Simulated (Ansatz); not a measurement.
Results of r²SCAN+SOC in Ansatz (PAW) for zinc-blende HgTe.

Run with plane-wave cutoff 560 eV, 10×10×10 k mesh, Fermi–Dirac smearing 0.01 eV, PAW data made under PBE.

Cell (relaxed at this level):

```yaml
crystal:
  lattice:
    - [0.00000, 3.27499, 3.27499]
    - [3.27499, 0.00000, 3.27499]
    - [3.27499, 3.27499, 0.00000]
  atoms:
    - { symbol: Hg, position: [0.00000, 0.00000, 0.00000] }
    - { symbol: Te, position: [0.25000, 0.25000, 0.25000] }
```

**Question.** Give the computed bulk modulus B0 and pressure derivative B′ of the bulk modulus.

**Answer.** 
* **bulk modulus B0**: 40.9 GPa
* **pressure derivative B′ of the bulk modulus**: 5.1

The run finds no gap.

Measured, for comparison: bulk modulus 42.3 GPa (temperature not stated, not corrected to a static lattice; as tabulated in Toher et al. (2017), arXiv:1611.05714). Computed (rounded) less measured: bulk modulus -3 %.

The computed numbers hold no vibrational or temperature effects.

Ansatz is an electronic-structure program.
